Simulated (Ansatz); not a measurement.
## Structural energy differences of boron

These are results of DFT, r2SCAN0, plane waves (500 eV) with PAW, scalar-relativistic in Ansatz, not measurements. (PAW data from PBE, frozen cores regenerated.)

Each structure is relaxed within its own symmetry, so a high-lying one may be dynamically unstable.

The hybrid is evaluated at the semilocal geometry on a coarser k-mesh, and its energy is corrected by the semilocal functional's change from that mesh to the dense one.

**Question.** Rank these structures of boron by energy per atom, lowest first.
A. simple cubic
B. alpha-rhombohedral (B12)
C. diamond
D. bcc
E. fcc

**Answer.** B (0 meV/atom), C (1236 meV/atom), A (1350 meV/atom), E (1532 meV/atom), D (1945 meV/atom).

```tsv
structure	ΔE (meV/atom)	V (Å³/atom)	cell	magnetic state
alpha-rhombohedral (B12)	0	7.22	a = 4.899 Å, c = 12.513 Å (c/a = 2.554)	spin not included
diamond	1236	8.33	a = 4.054 Å	spin not included
simple cubic	1350	6.69	a = 1.884 Å	spin not included
fcc	1532	5.82	a = 2.855 Å	spin not included
bcc	1945	6.04	a = 2.295 Å	spin not included
```

ΔE counts from alpha-rhombohedral (B12).

Differences under about 20 meV lie within the error of the k-point mesh.
